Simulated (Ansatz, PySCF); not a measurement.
Species: propene, C3H6, charge 0, multiplicity 1. 
Coordinates optimised at B3LYP-D3(BJ)/def2-TZVP (Ansatz, an electronic-structure program):
```xyz
9

C      1.2882     0.1370     0.0119
C      0.0047     0.4726     0.0011
H      1.6023    -0.9010     0.0124
H      2.0710     0.8846     0.0207
H     -0.2612     1.5267     0.0011
C     -1.1384    -0.4921    -0.0114
H     -0.7888    -1.5254    -0.0106
H     -1.7831    -0.3471     0.8604
H     -1.7673    -0.3432    -0.8940
```

Dipole moments at this geometry, in debye (magnitudes).

```csv
level,program,dipole (D)
HF/def2-TZVPD,PySCF,0.41
PBE/def2-TZVPD,Ansatz,0.44
revPBE/def2-TZVPD,Ansatz,0.43
BP86/def2-TZVPD,PySCF,0.44
M06-L/def2-TZVPD,PySCF,0.44
B97M-V/def2-TZVPD,Ansatz,0.44
B3LYP/def2-TZVPD,Ansatz,0.42
PBE0/def2-TZVPD,Ansatz,0.42
r2SCANh/def2-TZVPD,Ansatz,0.44
MN15/def2-TZVPD,PySCF,0.41
LC-wPBE/def2-TZVPD,Ansatz,0.41
wB97X-V/def2-TZVPD,Ansatz,0.41
CCSD(T)/aug-cc-pVDZ,Ansatz,?
```

Fill in the missing entries.


- CCSD(T)/aug-cc-pVDZ, dipole (D): 0.35

Measured: 0.36 D (NIST CCCBDB, as tabulated in the package chemicals), a vibrational average. This is an older compilation, not checked against later work.
